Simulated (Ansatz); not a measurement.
# C2H3Si: the cost of one run

Program: Ansatz 0.2.0, Gaussian basis. Level of theory: single points in def2-TZVPP. These are calculated values, not measurements.

Correlated methods freeze the cores. Orbitals are unrestricted.

## 1. Starting geometry

SMILES `[CH]=[Si]=C`, 6 atoms, charge 0, spin multiplicity 2.

Atoms are counted from 1 here; the program's logs count them from 0.

Bond lengths: C1–Si2 1.695 Å, C1–H4 1.098 Å, Si2–C3 1.704 Å, C3–H5 1.068 Å, C3–H6 1.075 Å. Angles: Si2–C1–H4 131.5°, C1–Si2–C3 169.9°, Si2–C3–H5 123.5°, Si2–C3–H6 117.8°, H5–C3–H6 118.7°.

Coordinates:

```xyz
6
charge 0, multiplicity 2
C    -1.6008   -1.0840   -0.7786
Si   -0.3102   -0.1983   -0.1286
C     1.1140    0.4252    0.5690
H    -2.5015   -0.7660   -1.3194
H     1.8092   -0.1690    1.1208
H     1.3321    1.4664    0.4168
```

## 2. PBE-D4/def2-TZVPP

The input, run/in.yaml:

```yaml
crystal:
  periodic: [false, false, false]
  atoms:
    - {symbol: C, position_ang: [-1.600768, -1.083952, -0.778613]}
    - {symbol: Si, position_ang: [-0.310151, -0.198308, -0.128560]}
    - {symbol: C, position_ang: [1.113991, 0.425193, 0.568958]}
    - {symbol: H, position_ang: [-2.501468, -0.766004, -1.319410]}
    - {symbol: H, position_ang: [1.809168, -0.169014, 1.120804]}
    - {symbol: H, position_ang: [1.332141, 1.466367, 0.416828]}
basis:
  gaussian: {orbitals: def2-TZVPP}
magnetization: {spin_polarized: true, initial_magnetization: 1}
hamiltonian: {xc: pbe, dispersion: d4}
output: {forces: true}
```

Launch:

```sh
$ ansatz run in.yaml --threads 2 --pin off --events-out ev --progress --plain --max-ram 3481MiB
```

What time and memory should one allow on 2 threads of Intel Xeon Platinum 8488C, shared host?

About 2.4 s, with a peak of 0.21 GiB.
